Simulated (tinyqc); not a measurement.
Inside a calculation. Method: MP2 on RHF in the sto-3g basis, for H2O, spin multiplicity 1. One step of it, computed by the program tinyqc.

Question. Orthogonalisation. S = U s U^T; symmetric (Loewdin) form X = U s^(-1/2) U^T, so that X^T S X = 1.

overlap S, order 1O 1s, 1O 2s, 1O 2px, 1O 2py, 1O 2pz, 2H 1s, 3H 1s:
$$\begin{pmatrix}
1.000000 & 0.236704 & 0.000000 & 0.000000 & 0.000000 & 0.033624 & 0.033624 \\
0.236704 & 1.000000 & 0.000000 & 0.000000 & 0.000000 & 0.354336 & 0.354336 \\
0.000000 & 0.000000 & 1.000000 & 0.000000 & 0.000000 & 0.000000 & 0.000000 \\
0.000000 & 0.000000 & 0.000000 & 1.000000 & 0.000000 & 0.236298 & -0.236298 \\
0.000000 & 0.000000 & 0.000000 & 0.000000 & 1.000000 & 0.214490 & 0.214490 \\
0.033624 & 0.354336 & 0.000000 & 0.236298 & 0.214490 & 1.000000 & 0.187843 \\
0.033624 & 0.354336 & 0.000000 & -0.236298 & 0.214490 & 0.187843 & 1.000000
\end{pmatrix}$$

Give: eigenvalues of S; X.

Answer.

eigenvalues of S: [0.4690, 0.5590, 0.8800, 1.0000, 1.1112, 1.2532, 1.7276]

X, order 1O 1s, 1O 2s, 1O 2px, 1O 2py, 1O 2pz, 2H 1s, 3H 1s:
$$\begin{pmatrix}
1.0234 & -0.1346 & 0.0000 & 0.0000 & -0.0070 & 0.0175 & 0.0175 \\
-0.1346 & 1.1316 & 0.0000 & 0.0000 & 0.0649 & -0.1965 & -0.1965 \\
0.0000 & 0.0000 & 1.0000 & 0.0000 & 0.0000 & 0.0000 & 0.0000 \\
0.0000 & 0.0000 & 0.0000 & 1.0553 & 0.0000 & -0.1512 & 0.1512 \\
-0.0070 & 0.0649 & 0.0000 & 0.0000 & 1.0383 & -0.1166 & -0.1166 \\
0.0175 & -0.1965 & 0.0000 & -0.1512 & -0.1166 & 1.1089 & -0.0666 \\
0.0175 & -0.1965 & 0.0000 & 0.1512 & -0.1166 & -0.0666 & 1.1089
\end{pmatrix}$$
